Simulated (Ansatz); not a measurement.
# C3H7O radical: up Jacob's ladder to CCSD(T)

An exercise on one series of results from a longer session: the logs are not shown, and one member is left open.

Computed with Ansatz 0.2.0, Gaussian basis. Level: functionals in def2-TZVPP, the program's frozen cores in correlated methods.

Plan: LDA (SPW92), PBE-D4, revPBE-D4, BLYP-D4, r2SCAN-D4, B97M-V, PBE0-D4, B3LYP-D4, r2SCANh-D4, r2SCAN0-D4, HSE06-D4, BHLYP-D4, CAM-B3LYP-D4, LC-ωPBE, ωB97X-V, ωB97M-V, B2PLYP, PBE-QIDH; CCSD(T)/def2-SVP; CCSD(T)/def2-TZVPP; MP2/def2-QZVPP; extrapolation to the limit; RPA on PBE.

### Structure used throughout

The geometry comes from an earlier relaxation with PBE0-D4 in a triple-zeta def2 set; it is a stationary point, not always the lowest conformer.

SMILES `CC(C)[O]`, 11 atoms, charge 0, spin multiplicity 2.

Atoms are counted from 1 here; the program's logs count them from 0.

Bond lengths: C1–C2 1.525 Å, C1–H5 1.090 Å, C1–H6 1.092 Å, C1–H7 1.093 Å, C2–C3 1.525 Å, C2–O4 1.361 Å, C2–H8 1.114 Å, C3–H9 1.093 Å, C3–H10 1.090 Å, C3–H11 1.092 Å. Angles: C2–C1–H5 110.4°, C2–C1–H6 111.0°, C2–C1–H7 109.8°, H5–C1–H6 109.0°, H5–C1–H7 108.4°, H6–C1–H7 108.1°, C1–C2–C3 113.5°, C1–C2–O4 112.9°, C1–C2–H8 107.6°, C3–C2–O4 112.9°, C3–C2–H8 107.6°, O4–C2–H8 101.3°, C2–C3–H9 109.8°, C2–C3–H10 110.4°, C2–C3–H11 111.0°, H9–C3–H10 108.4°, H9–C3–H11 108.1°, H10–C3–H11 109.0°.

Geometry (Å):

```
C    -0.28348    1.08682   -0.65649
C    -0.44648   -0.33980   -0.14348
C     0.66905   -0.77919    0.79860
O    -0.68115   -1.23686   -1.14031
H    -1.11938    1.35627   -1.30287
H    -0.23120    1.79666    0.17178
H     0.64051    1.16937   -1.23396
H    -1.40489   -0.38757    0.42264
H     1.62656   -0.76160    0.27238
H     0.48913   -1.79450    1.15343
H     0.74132   -0.10959    1.65828
```

Set-up of the first run:

The input, in.yaml:

```yaml
crystal:
  periodic: [false, false, false]
  atoms:
    - {symbol: C, position_ang: [-0.283479, 1.086823, -0.656488]}
    - {symbol: C, position_ang: [-0.446476, -0.339795, -0.143479]}
    - {symbol: C, position_ang: [0.669049, -0.779188, 0.798602]}
    - {symbol: O, position_ang: [-0.681152, -1.236858, -1.140313]}
    - {symbol: H, position_ang: [-1.119378, 1.356266, -1.302873]}
    - {symbol: H, position_ang: [-0.231200, 1.796659, 0.171777]}
    - {symbol: H, position_ang: [0.640513, 1.169369, -1.233961]}
    - {symbol: H, position_ang: [-1.404888, -0.387572, 0.422638]}
    - {symbol: H, position_ang: [1.626563, -0.761598, 0.272384]}
    - {symbol: H, position_ang: [0.489126, -1.794501, 1.153432]}
    - {symbol: H, position_ang: [0.741322, -0.109595, 1.658279]}
basis:
  gaussian: {orbitals: def2-TZVPP}
magnetization: {spin_polarized: true, initial_magnetization: 1}
hamiltonian: {xc: lda}
output: {orbitals: {seedname: orbitals}}
```

Among the steps run: LDA; PBE-D4 (GGA); revPBE-D4 (GGA); BLYP-D4 (GGA); r2SCAN-D4 (meta-GGA); B97M-V (meta-GGA); PBE0-D4 (hybrid); B3LYP-D4 (hybrid); r2SCANh-D4 (hybrid); r2SCAN0-D4 (hybrid); HSE06-D4 (hybrid); BHLYP-D4 (hybrid); CAM-B3LYP-D4 (range-separated); LC-ωPBE-D4 (range-separated; the results give it without D4); ωB97X-V (range-separated); ωB97M-V (range-separated); B2PLYP (double hybrid); PBE-QIDH (double hybrid).

One of the session's tables, all rows but one given; the rest of the session is left out.

It belongs to the step «Orbital energies across the functionals». 

| functional | HOMO (eV) | LUMO (eV) | gap (eV) |
| --- | --- | --- | --- |
| LDA (SPW92) | -5.75 | -5.50 | 0.25 |
| PBE-D4 | ? | ? | ? |
| revPBE-D4 | -5.69 | -4.90 | 0.79 |
| BLYP-D4 | -5.68 | -5.00 | 0.68 |
| r2SCAN-D4 | -6.15 | -4.37 | 1.78 |
| B97M-V | -6.37 | -4.42 | 1.95 |
| PBE0-D4 | -7.52 | -3.35 | 4.17 |
| B3LYP-D4 | -7.27 | -3.88 | 3.39 |
| r2SCANh-D4 | -6.81 | -3.76 | 3.05 |
| r2SCAN0-D4 | -7.79 | -2.84 | 4.95 |
| HSE06-D4 | -7.10 | -3.75 | 3.35 |
| BHLYP-D4 | -9.22 | -1.65 | 7.56 |
| CAM-B3LYP-D4 | -9.03 | -2.23 | 6.81 |
| LC-ωPBE | -10.39 | -0.80 | 9.59 |
| ωB97X-V | -10.03 | -1.09 | 8.94 |
| ωB97M-V | -9.96 | -1.16 | 8.80 |

**Question.** Estimate the row for PBE-D4.

The run gave: HOMO (eV): -5.74; LUMO (eV): -5.03; gap (eV): 0.71. In the column «HOMO (eV)» it lies between LDA (SPW92) (-5.75) and revPBE-D4 (-5.69).
